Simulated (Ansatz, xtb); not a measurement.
A geometry optimisation of C2H2Cl with r2SCAN-D4/def2-SVP

The starting geometry of this gas-phase doublet has its atoms placed at random.

```yaml
atoms:
  - { symbol: C, position_ang: [1.3117, 0.4591, 1.3624] }
  - { symbol: C, position_ang: [0.2259, 0.7747, -0.5476] }
  - { symbol: Cl, position_ang: [0.3584, -1.4686, 0.4069] }
  - { symbol: H, position_ang: [1.3747, -0.5466, 1.4503] }
  - { symbol: H, position_ang: [-0.2208, 0.4955, 0.3332] }
```

Question: One run relaxed it with r2SCAN-D4/def2-SVP. What is a likely outcome?

Answer: It ends as `[H]/[C]=C\Cl`. Distances that change by over a tenth: Cl3–H4 (1.72 → 3.22 Å). Contacts that close: C1–C2 (2.22 → 1.31 Å), C2–Cl3 (2.44 → 1.76 Å).

The energy falls by 9.35 eV over 13 steps:

```
step  E − E(last) (eV)
   1             9.346
   2             6.909
   4             3.634
   5             2.684
   6             1.800
   8             0.658
   9             0.092
  10             0.052
  12             0.000
  13             0.000
```

Final geometry (Å):

```xyz
5

C     1.2328    0.4138    1.1679
C     0.2542    0.0890    0.3587
Cl   -0.0299   -1.5644   -0.1823
H     2.0654   -0.0197    1.7169
H    -0.4726    0.7954   -0.0561
```

From the same start GFN2-xTB ends elsewhere, at `C=[C]Cl`.

From so rough a start the end depends on the optimiser's path, so another program may land elsewhere. No frequencies were run, so the end isn't proven a minimum. Open shells are spin-unrestricted. Run with Ansatz 0.2.0, 22 s on 2 threads of Intel(R) Xeon(R) Platinum 8375C CPU @ 2.90GHz (Ice Lake), on a shared host.
